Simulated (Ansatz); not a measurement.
Two isomers of C3H9NO: A = `CNCOC`, B = `CNC(C)O`.

Computed with Ansatz on PBE0-D4/def2-TZVP structures; ΔE is electronic, products minus reactants. CBS: MP2 limit from def2 TZ/QZ plus the TZ coupled-cluster correction, frozen cores. DFT in def2-TZVPP. B3LYP here is the variant with VWN-RPA as its local correlation; programs differ in this. Each species was taken in one conformer, which may not be the lowest.

Problem. Which is lower in electronic energy at CCSD(T)/CBS, and by how much? (Best estimate.)

Solution. Computed: B, by 55.8 kJ/mol.

Problem. Give E(B) − E(A) in kJ/mol with CCSD(T)/def2-TZVPP, MP2/def2-TZVPP, r2SCAN-D4, B3LYP-D4, B3LYP, ωB97M-V, PBE-D4. (Best estimate.)

Solution. The calculation gave: CCSD(T)/def2-TZVPP -53.4, MP2/def2-TZVPP -56.9, r2SCAN-D4 -51.2, B3LYP-D4 -45.6, B3LYP -44.8, ωB97M-V -52.5, PBE-D4 -48.7. None reverses the order clearly.

Largest T1 diagnostic: 0.010.

From PBE to PBE0 (25 % exact exchange), in def2-TZVPP and without D4, E(B) − E(A) moves by −3.2 kJ/mol. In def2-TZVPP, CCSD(T) changes the Hartree–Fock value by −8.5 kJ/mol (the triples alone add −0.3 kJ/mol) and MP2 by −12.0 kJ/mol.
